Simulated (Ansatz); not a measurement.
# Platinum, fcc: convergence with Fermi-Dirac smearing

Computed with Ansatz, PBE, scalar-relativistic PAW, on the relaxed cell (a = 3.972 Å; spin not included). Errors count from a run at 420 eV on a Γ-centred 22×22×22 mesh with Fermi-Dirac smearing of 0.1 eV, extrapolated to zero width. Fixed here: cutoff 420 eV, mesh 14×14×14. The SCF starts from atomic densities corrected by a trained network.

| width (eV) | E(σ→0) error (meV/atom) | F error (meV/atom) | P (GPa) | SCF iterations |
| --- | --- | --- | --- | --- |
| 0.03 | -3.6 | -6.3 | -0.47 | 6 |
| 0.1 | -5.1 | -32.3 | -0.02 | 6 |
| 0.2 | -16.4 | -104.8 | 0.86 | 6 |
| 0.3 | -34.6 | -206.8 | 1.93 | 6 |
| 0.6 | -110.6 | -652.0 | 6.36 | 6 |
| 1.0 | -227.9 | -1538.5 | 15.52 | 7 |

Problem. What does the run at 0.01 give (width)?

Solution. E(σ→0) error (meV/atom): -3.4; F error (meV/atom): -3.8; P (GPa): -0.51; SCF iterations: 6.
